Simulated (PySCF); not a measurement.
Species: C5H9S (doublet state).
Atom-mapped SMILES: `[CH3:1][C:2]1[CH2:3][CH:4]([SH:5])[CH2:6]1` (hydrogens: H7, H8, H9 on C1; H10, H11 on C3; H12 on C4; H13 on S5; H14, H15 on C6)

Structure used (GFN2-xTB), in Å, numbered top down from 1:
```
atom  x, y, z in Å
C1     2.1854   -0.1377    0.0232
C2     0.7378    0.1234   -0.0231
C3    -0.4044   -0.7037   -0.5077
C4    -1.3474    0.3081    0.1703
S5    -2.4837   -0.3800    1.4231
C6    -0.1329    1.0407    0.7659
H7     2.7382    0.7932    0.1464
H8     2.5147   -0.6318   -0.8906
H9     2.4554   -0.7916    0.8639
H10   -0.5200   -0.7991   -1.5919
H11   -0.4559   -1.7110   -0.0774
H12   -1.9392    0.9100   -0.5179
H13   -3.2359   -1.0553    0.5561
H14   -0.0484    0.9354    1.8540
H15   -0.0681    2.1073    0.5319
```

The hyperfine couplings belong to this conformer and change with its torsions.

Computed with UKS B3LYP, pcH-1 on C H S, non-relativistic, mean-field spin-orbit, GIAO (PySCF 2.14.0). Geometry: GFN2-xTB, one conformer, isolated molecule. The geometry wasn't refined by DFT: couplings that depend on bond lengths, twists or pyramidal angles can differ widely from those at the functional's own minimum. The SCF solution wasn't tested for stability.

Task: Match the computed a_iso(13C) values +116.2, -33.0, -28.2, +4.4 MHz (means over equivalent nuclei) with the sites C1; C2; C3/C6; C4.

Result: 
```csv
site,a_iso (MHz),ρ(0) (bohr⁻³),position,distance from C2 (Å),spin population,largest |T| (MHz)
C1,-28.2,-0.0251,1 bond from C2,1.47,-0.07,2.6
C2,+116.2,+0.1035,largest spin population,0.00,+0.95,159.1
C3/C6,-33.0,-0.0293,1 bond from C2,1.49,-0.09,2.9
C4,+4.4,+0.0039,2 bonds from C2,2.10,+0.01,2.7
```

Task: The isotropic 1H couplings, averaged over equivalent nuclei, are +115.1, +100.7, +70.1, -2.5, +0.5 MHz. Assign them to H7/H8/H9; H10/H15; H11/H14; H12; H13.

Result: 
| site | a_iso (MHz) | ρ(0) (bohr⁻³) | position | distance from C2 (Å) | bound to | spin population there | largest \|T\| (MHz) |
| --- | --- | --- | --- | --- | --- | --- | --- |
| H7/H8/H9 | +70.1 | +0.0157 | β, 2 bonds from C2 | 2.12 | C1 | -0.07 | 8.8 |
| H10/H15 | +100.7 | +0.0225 | β, 2 bonds from C2 | 2.21 | C3/C6 | -0.09 | 8.7 |
| H11/H14 | +115.1 | +0.0258 | β, 2 bonds from C2 | 2.19 | C3/C6 | -0.09 | 7.3 |
| H12 | -2.5 | -0.0006 | γ, 3 bonds from C2 | 2.83 | C4 | +0.01 | 5.2 |
| H13 | +0.5 | +0.0001 | 4 bonds from C2 | 4.19 | S5 | 0.00 | 1.8 |

ρ(0) is the spin density at the nucleus and T the dipolar tensor; a_iso includes a spin–orbit part; entries for several nuclei are means. The largest Mulliken spin populations are on C2 (+0.95), C3 (-0.09), C6 (-0.09) and C1 (-0.07). C2 is the only atom above +0.15. The positive populations add up to 1.25 and the negative ones to -0.25, together 2S = 1. The angles at C2 add up to 357.3°, so it is nearly planar.

Means are taken over nuclei equivalent by connectivity, which assumes that they swap fast. The three 1H nuclei of mean +70.1 MHz run from 33.8 to 141.5 MHz in the frozen geometry.
